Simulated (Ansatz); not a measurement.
Results of LDA (Ansatz, an electronic-structure program, plane waves, PAW) for rock-salt EuS.

Run with plane-wave cutoff 520 eV, 10×10×10 k mesh, Fermi–Dirac smearing 0.01 eV, spin-polarised with parallel moments, scalar-relativistic PAW data made under PBE.

The cell has the measured lattice: a = 5.9560 Å, b = 5.9560 Å, c = 5.9560 Å, α = 90.00°, β = 90.00°, γ = 90.00°.

**Question.** Predict the magnetic moment (largest site, within a sphere).

**Answer.** 
- magnetic moment (largest site, within a sphere) = 6.75 μB

The run finds no gap.

Note: the gap of the solid is closed in this run; the 4f shell is treated without U or exact exchange, so its levels and filling can be wrong; this level leaves the solid without a gap, although one is measured; cell and atoms aren't relaxed at this level (pressure -7.4 GPa).

Moments are spin moments.

Spin–orbit coupling is not included; it can open a gap where bands touch, and shift volumes and moduli.

Computed values are for the static lattice.

It cost very roughly 10 core-seconds of CPU time.
